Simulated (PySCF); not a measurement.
Excitation energies in several basis sets

Species: isobutyric acid, C4H8O2.
Z-matrix (Å and degrees, PBE0-D3(BJ)/def2-SVP geometry), rows numbered from 1:
```
C 
C   1  1.5190
C   2  1.5296  1  112.77
C   2  1.5124  1  110.69  3  -124.64
O   4  1.2030  2  125.80  1     3.37
O   4  1.3421  2  112.05  1  -176.49
H   1  1.0999  2  110.44  3   -60.11
H   1  1.1004  2  110.68  3    59.86
H   1  1.0987  2  111.39  3   179.09
H   2  1.1055  1  109.58  3   119.75
H   3  1.0986  2  111.43  1   177.77
H   3  1.1001  2  110.16  1    57.47
H   3  1.1016  2  110.79  1   -61.66
H   6  0.9695  4  106.29  2  -179.51
```

TDDFT with PBE0 (PySCF), vertical singlets, core orbitals frozen in the response, spherical d and f functions. Geometry: PBE0-D3(BJ)/def2-SVP, one conformer, isolated molecule.

```json
{"basis": "6-31G*", "functions": "100", "diffuse": "no", "S1 (eV)": "5.92", "S2 (eV)": "8.48", "S3 (eV)": "8.77", "S4 (eV)": "8.95", "S5 (eV)": "9.04", "LUMO (eV)": "0.64", "α (au)": "46.8"}
{"basis": "def2-SVP", "functions": "124", "diffuse": "no", "S1 (eV)": "5.93", "S2 (eV)": "8.19", "S3 (eV)": "8.64", "S4 (eV)": "8.73", "S5 (eV)": "8.87", "LUMO (eV)": "0.45", "α (au)": "48.0"}
{"basis": "6-31+G*", "functions": "124", "diffuse": "yes", "S1 (eV)": "5.89", "S2 (eV)": "7.10", "S3 (eV)": "7.74", "S4 (eV)": "8.15", "S5 (eV)": "8.21", "LUMO (eV)": "0.03", "α (au)": "53.3"}
{"basis": "aug-cc-pVDZ", "functions": "210", "diffuse": "yes", "S1 (eV)": "5.82", "S2 (eV)": "6.82", "S3 (eV)": "7.36", "S4 (eV)": "7.63", "S5 (eV)": "7.78", "LUMO (eV)": "-0.23", "α (au)": "57.9"}
{"basis": "def2-TZVP", "functions": "234", "diffuse": "no", "S1 (eV)": "5.88", "S2 (eV)": "7.70", "S3 (eV)": "8.28", "S4 (eV)": "8.52", "S5 (eV)": "8.69", "LUMO (eV)": "0.21", "α (au)": "54.7"}
{"basis": "def2-TZVPD", "functions": "300", "diffuse": "yes", "S1 (eV)": "5.83", "S2 (eV)": "6.98", "S3 (eV)": "7.69", "S4 (eV)": "8.06", "S5 (eV)": "8.12", "LUMO (eV)": "-0.05", "α (au)": "57.9"}
```

Compare the sets with the largest diffuse one.

States are compared by their number. Against the largest diffuse basis here (def2-TZVPD, itself not a converged limit), sets without diffuse functions differ by up to 0.10 eV in S1 and 0.91 eV in S5; the smaller diffuse sets differ by up to 0.05 and 0.34 eV. State by state, the largest deviation of a set without diffuse functions is S1 0.10, S2 1.50, S3 1.09, S4 0.89, S5 0.91 eV. The same number needn't mean the same state in each row. Against def2-TZVPD the polarisability deviates by -19% in 6-31G*, -17% in def2-SVP, -8% in 6-31+G*, 0% in aug-cc-pVDZ, -5% in def2-TZVP. A single + in a Pople set puts diffuse functions on heavy atoms only.
